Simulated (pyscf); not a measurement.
`[NH2][SiH]([OH])[OH]` + `[H]` [doublet] -> `[OH][SiH2][OH]` + `[NH2]` [doublet] (substitution at Si; doublet surface; N–Si broken, H–Si formed). Optimised with ωB97X-D3(BJ)/def2-SVP in PySCF. Energies in kcal/mol from the separated reactants.

| level | barrier | reaction energy |
|---|---|---|
| ωB97X-D3(BJ)/def2-TZVP | 16.2 | +18.8 |
| PBE/def2-TZVP | 12.4 | +19.1 |
| r²SCAN/def2-TZVP | ? | ? |
| B3LYP-D3(BJ)/def2-TZVP | ? | +15.0 |
| M06-2X/def2-TZVP | 19.6 | +22.0 |
| ωB97M-D3(BJ)/def2-TZVP | 16.3 | +18.8 |

Problem. Fill in the missing entries.

Solution. 
- r²SCAN/def2-TZVP, barrier: 11.3
- r²SCAN/def2-TZVP, reaction energy: +16.5
- B3LYP-D3(BJ)/def2-TZVP, barrier: 12.2

On the product side the descent ends in a complex, 7.6 kcal/mol under the separated species and 5.0 kcal/mol under the saddle at ωB97X-D3(BJ)/def2-TZVP. At ωB97X-D3(BJ), PBE, r²SCAN, B3LYP-D3(BJ), M06-2X, ωB97M-D3(BJ) the saddle lies under the separated products, which points to a path from their complex (located at ωB97X-D3(BJ) alone), and parting the products costs more than the saddle. Abstraction by the radical was not located in this set and often lies lower. One saddle was located; it need not be the lowest between these sides. The angle at the attacked Si is 63° (front-side attack).
